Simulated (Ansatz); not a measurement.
Computed with Ansatz on PBE0-D4/def2-TZVP structures; ΔE is electronic, products minus reactants. CCSD(T)/CBS is the MP2 limit (def2-TZVPP, def2-QZVPP) plus CCSD(T) − MP2 in def2-TZVPP, frozen cores. DFT in def2-TZVPP. B3LYP here is the variant with VWN-RPA as its local correlation; programs differ in this. One conformer a species, not always the lowest.

`C=C(N)CF` → `CC(F)C=N`  (isomerisation)

| level | ΔE (kcal/mol) | difference from CCSD(T)/CBS |
| --- | --- | --- |
| PBE-D4 | 0.1 | 1.7 |
| PBE0-D4 | 0.0 | 1.6 |
| B3LYP-D4 | -0.2 | 1.4 |
| ωB97M-V | -1.2 | 0.4 |
| B2PLYP | -1.1 | 0.5 |
| r2SCAN | -0.3 | 1.3 |
| B3LYP | -0.4 | 1.2 |
| MP2/def2-TZVPP | -1.2 | 0.4 |
| SCS-MP2/def2-TZVPP | -2.3 | -0.7 |
| CCSD/def2-TZVPP | -2.6 | -1.0 |
| CCSD(T)/def2-TZVPP | -2.5 | -0.9 |
| HF/def2-QZVPP | -2.4 | -0.8 |
| SCS-MP2/def2-QZVPP | -1.8 | -0.2 |
| HF/CBS(def2) | -2.4 | -0.8 |
| MP2/CBS(def2) | -0.3 | 1.3 |
| CCSD/CBS(def2) | -1.6 | 0.0 |
| CCSD(T)/CBS | -1.6 | 0 |

Largest T1 diagnostic among the species: 0.011.
